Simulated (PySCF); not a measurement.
C₅H₈.
Numbering: `[CH2:1]=[CH:2][CH:3]1[CH2:4][CH2:5]1` (hydrogens: H6, H7 on C1; H8 on C2; H9 on C3; H10, H11 on C4; H12, H13 on C5)

Structure optimised with GFN2-xTB, isolated species.

Problem. What internal coordinates does the optimisation give?

Solution. 
```json
{"bond": "C1=C2", "length (bohr)": "2.500"}
{"bond": "C2–C3", "length (bohr)": "2.776"}
{"bond": "C3–C4, C3–C5", "length (bohr)": "2.849"}
{"bond": "C4–C5", "length (bohr)": "2.819"}
{"bond": "C1–H6", "length (bohr)": "2.036"}
{"bond": "C1–H7", "length (bohr)": "2.034"}
{"bond": "C2–H8", "length (bohr)": "2.046"}
{"bond": "C3–H9", "length (bohr)": "2.047"}
{"bond": "C4–H10, C5–H12", "length (bohr)": "2.039"}
{"bond": "C4–H11, C5–H13", "length (bohr)": "2.040"}
```

Bonds in one row agree within 0.02 bohr and their mean is given. A selection of angles:
```json
{"angle": "C2–C1–H6", "degrees": "121.7"}
{"angle": "C2–C1–H7", "degrees": "122.0"}
{"angle": "H6–C1–H7", "degrees": "116.3"}
{"angle": "C1–C2–C3", "degrees": "124.3"}
{"angle": "C1–C2–H8", "degrees": "120.2"}
{"angle": "C3–C2–H8", "degrees": "115.4"}
{"angle": "C2–C3–C4", "degrees": "119.4"}
{"angle": "C2–C3–H9", "degrees": "114.2"}
{"angle": "C4–C3–C5", "degrees": "59.3"}
{"angle": "C4–C3–H9", "degrees": "116.9"}
{"angle": "C3–C4–C5", "degrees": "60.3"}
{"angle": "C3–C4–H10", "degrees": "118.0"}
{"angle": "C3–C4–H11", "degrees": "117.8"}
{"angle": "C5–C4–H10", "degrees": "118.8"}
{"angle": "C5–C4–H11", "degrees": "118.2"}
{"angle": "H10–C4–H11", "degrees": "113.7"}
```

Dihedral angles: C1–C2–C3–C4 -145° (anticlinal); C2–C3–C4–C5 -109° (anticlinal); C2–C3–C5–C4 109° (anticlinal).

The C–C distances run from 1.323 Å (C1=C2, drawn double) to 1.508 Å (C3–C5, drawn single), a spread of 0.185 Å. Of the pairs four or more bonds apart, H6···H9 is among the closest relative to their van der Waals radii: 2.47 Å, 103 % of the sum of Bondi's values. The 3-membered ring C3–C4–C5 has internal angles of 59.3° to 60.3°.

Point group: Cs (every atom within 0.08 Å of its image). GFN2-xTB frequencies: not computed here. The numbers are those of one conformer.
